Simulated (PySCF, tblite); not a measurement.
Compound: ethylene carbonate, C₃H₄O₃.
Atom-mapped SMILES: `[O:1]=[C:2]1[O:3][CH2:4][CH2:5][O:6]1` (hydrogens: H7, H8 on C4; H9, H10 on C5)

The geometry is computed with GFN2-xTB (gas phase).

(1) List the bond lengths, angles and torsions at this level.

## Answers

(1) 
```tsv
bond	length (Å)
O1=C2	1.184
C2–O3, C2–O6	1.345
O3–C4, C5–O6	1.414
C4–C5	1.543
C4–H7 and 3 like bonds	1.093
```

Bonds in one row agree within 0.01 Å and their mean is given. A selection of angles:
```tsv
angle	degrees
O1–C2–O3	124.5
O3–C2–O6	111.0
C2–O3–C4	110.7
O3–C4–C5	103.8
O3–C4–H7	108.8
C5–C4–H7	112.8
H7–C4–H8	109.5
```

Dihedral angles: O1–C2–O3–C4 180° (antiperiplanar); C2–O3–C4–C5 0° (synperiplanar); O3–C4–C5–O6 0° (synperiplanar); C4–C5–O6–C2 0° (synperiplanar); O1–C2–O6–C5 180° (antiperiplanar).

The 5-membered ring C2–O3–C4–C5–O6 has internal angles of 103.8° to 111.0°; it is planar, 0.00 Å rms from its mean plane, widest ring torsion 0°. The C–O distances run from 1.184 Å (O1=C2, drawn double) to 1.414 Å (O3–C4, drawn single), a spread of 0.230 Å. O3 (oxygen singly bound to a carbonyl carbon) is bent (angle 110.7°). The 6 heavy atoms lie in one plane (0.002 Å rms).

Point group: C2v (tolerance 0.08 Å). Its GFN2-xTB frequencies are all real (lowest 91 cm⁻¹).
